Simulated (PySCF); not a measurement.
Gas-phase reaction: 4 H₃SiSiCl₃ → 5 SiH₂ + 2 H + 3 SiCl₄

Energies from PySCF, thermal terms from the rigid-rotor harmonic-oscillator model, ideal gas at 1 bar. † marks an energy on the PBE0/def2-TZVP geometry and frequencies; other levels use their own. MP2 freezes the core. 6-31G* has spherical d functions here. Open shells (unrestricted): H (multiplicity 2); the rest are closed-shell singlets. B3LYP is the form with VWN-RPA correlation. H₃SiSiCl₃: computed as isolated molecules; such fragments, hydroxides, amides, oligomers or adducts are transient or little studied in the gas. MP2 isn't extrapolated to the basis-set limit.

```csv
level,"ΔH°(298 K), kJ"
B3LYP/6-31G*,1563
B3LYP/def2-TZVP†,1546
M06-2X/def2-TZVP†,1576
MP2/def2-SVP†,1546
MP2/def2-TZVPP†,1616
PBE/def2-SVP,?
PBE0/def2-QZVP†,?
PBE0/def2-SVP†,1637
r2SCAN/def2-TZVP†,?
ωB97M-V/def2-TZVP†,?
ωB97X-V/def2-TZVP†,1652
```

Question: Fill in the missing entries.

Answer: 
- PBE/def2-SVP, ΔH°(298 K), kJ: 1617
- PBE0/def2-QZVP†, ΔH°(298 K), kJ: 1643
- r2SCAN/def2-TZVP†, ΔH°(298 K), kJ: 1697
- ωB97M-V/def2-TZVP†, ΔH°(298 K), kJ: 1561
